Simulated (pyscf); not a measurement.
PySCF, gas phase, ωB97X-D3(BJ)/def2-SVP geometries.

Q: What is the homolytic dissociation enthalpy (298 K, ωB97M-D3(BJ)/def2-TZVP) of the Mo–O bond of `[OH][Mo]([F])([F])([F])([F])[Cl]`, to OH• + [F–Mo(F)(F)(F)–Cl]•?

A: Mo–O to OH• + [F–Mo(F)(F)(F)–Cl]•: 219.3 kJ/mol. The 7 functionals that were run give +209.0 (M06-2X) to +303.4 kJ/mol (PBE). The radicals are drawn with the spin at the cut bond; how far it spreads was not checked. Left out: the spin-orbit lowering of OH. Open-shell species with a d-block atom are single-reference here; other states, and whether the spin sits on metal or ligand, were not checked. Elements past Kr carry the def2 core potentials, without spin-orbit coupling.
